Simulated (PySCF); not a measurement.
# Working with the constants of AlN⁻

PBE0 constants of AlN⁻, ²Π (doublet), unpaired electrons π ↑ (Al aug-cc-pV(D+d)Z, N aug-cc-pVDZ; no relativity (PySCF 2.14); masses 26.9815 and 14.0031 u):

* ωe: 806.5 cm⁻¹
* ωexe: 5.77 cm⁻¹
* Be: 0.573 cm⁻¹
* αe: 0.00514 cm⁻¹
* De to Al⁻ + N: 3.72 eV

Task: What force constant and bond length do these constants imply?

Result: Reduced mass μred = 9.2187 u; k = 5.8918×10⁻⁷·μred·ωe² (u, cm⁻¹, mdyn/Å) = 3.53 mdyn/Å; Re = √(16.8576/(μred·Be)) (u, cm⁻¹, Å) = 1.786 Å.

Task: Estimate the centrifugal constant D from the Kratzer relation and find the Dunham coefficient a1.

Result: D = 4Be³/ωe² = 1.16e-06 cm⁻¹; a1 = −1 − αeωe/(6Be²) = -3.10.

For an ion De counts to the pair picked by the measured ionisation energies or electron affinities, which need not be the lowest pair at this level. The state is the lowest determinant that a PBE0 search found; another state may lie lower at other levels.
